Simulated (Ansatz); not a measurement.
Input file:

```yaml
crystal:
  periodic: [false, false, false]
  atoms:
    - {symbol: As, position_ang: [0.000000, -0.042694, 0.000000]}
    - {symbol: H, position_ang: [0.000000, 1.586736, -1.657076]}
    - {symbol: H, position_ang: [0.000000, 1.586732, 1.657079]}
basis:
  gaussian: {orbitals: cc-pVDZ}
total_charge: 1
magnetization: {spin_polarized: false}
correlation: {method: ccsdtq, electrons: outside_noble_gas}
```

```sh
$ ansatz run in.yaml --threads 1 --pin off --events-out ev --progress --plain --max-ram 2393MiB
```

Output:

```
684 factors; integrals over basis functions are off by at most 1.5e-7 eV
mean field evaluation 1: about -60811.7511 eV, gradient 4.9e0 eV
mean field evaluation 2: about -60811.7596 eV, gradient 4.9e0 eV
mean field evaluation 4: about -60811.8921 eV, gradient 5.6e-1 eV
mean field evaluation 8: about -60811.8941 eV, gradient 5.5e-4 eV
mean field evaluation 16: about -60811.8941 eV, gradient 3.1e-6 eV
mean field evaluation 32: about -60796.2113 eV, gradient 2.0e-3 eV
mean field -60811.89405773 eV, -2234.7958868392 hartree, gradient 3.1e-6 eV, S^2 0.000000; 0 other end points of the search recorded, 0 dependent functions left out; unrestricted orbitals would lower it
mean field evaluation 64: about -60812.1123 eV, gradient 1.4e0 eV
mean field evaluation 96: about -60813.1803 eV, gradient 3.0e-2 eV
mean field evaluation 128: about -60813.1706 eV, gradient 6.9e-1 eV
mean field evaluation 160: about -60813.1789 eV, gradient 4.3e-2 eV
...
cycle  11  -4.55087523 eV  change   -7.2e-6 eV  update   3.9e-5
cycle  12  -4.55089601 eV  change   -2.1e-5 eV  update   2.3e-5
cycle  13  -4.55091141 eV  change   -1.5e-5 eV  update   1.4e-5
cycle  14  -4.55090513 eV  change    6.3e-6 eV  update   8.5e-6
cycle  15  -4.55090404 eV  change    1.1e-6 eV  update   5.2e-6
cycle  16  -4.55090756 eV  change   -3.5e-6 eV  update   3.4e-6
cycle  17  -4.55090748 eV  change    7.8e-8 eV  update   2.3e-6
cycle  18  -4.55090625 eV  change    1.2e-6 eV  update   9.7e-7
cycle  19  -4.55090515 eV  change    1.1e-6 eV  update   6.1e-7
cycle  20  -4.55090516 eV  change   -1.6e-8 eV  update   2.0e-7
Total energy: -60816.44496289 eV, -2234.9631295193 hartree
```

For the same geometry and basis full CI lies 0.2 meV lower.

Ran on 1 thread of Arm Neoverse V2, shared host: 7.5 s wall, 0.18 GiB peak host memory.
